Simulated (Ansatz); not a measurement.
System: corundum (α-Al2O3). Method: Hartree–Fock in Ansatz (plane waves, PAW).

Numerical settings: plane-wave cutoff 460 eV, 6×6×6 k mesh, Fermi–Dirac smearing 0.01 eV, scalar-relativistic PAW data made under PBE.

The cell has the measured lattice parameters. Conventional cell: a = 4.7570 Å, b = 4.7570 Å, c = 12.9877 Å, α = 90.00°, β = 90.00°, γ = 120.00°.

```xyz
10
Lattice="-4.5418 -2.3785 0.0000 -4.5418 2.3785 0.0000 -3.2962 0.0000 -3.9269" Properties=species:S:1:pos:R:3 pbc="T T T"
Al   -10.5498     0.0000    -3.3464
Al    -4.3599     0.0000    -1.3830
Al    -1.8300     0.0000    -0.5805
Al    -8.0199     0.0000    -2.5439
O     -4.7431    -0.9217    -2.9451
O     -5.1245     1.6501    -1.7425
O     -7.6368     0.9217    -0.9817
O     -6.7726     0.7284    -3.7060
O     -7.2553    -1.6501    -2.1843
O     -5.6072    -0.7284    -0.2209
```

Task: List the 30 lowest band energies at Γ above −25 eV (eV, relative to the valence band maximum), grouping those that round alike.

Result: At Γ: -22.86, -22.54 (×2), -22.18 (×2), -8.39, -7.16, -6.74 (×2), -5.43 (×3), -4.21, -3.60, -1.67 (×2), -1.60 (×2), -0.86 (×2), -0.09 (×2), 0.00, 17.58, 20.59, 22.88, 23.47, 23.51 (×2), 24.02.

Note: the run warned that its exchange threshold was loose for the stress; cell and atoms aren't relaxed at this level (largest force component 0.03 eV/Å, pressure -5.4 GPa).

Ansatz is an electronic-structure program.
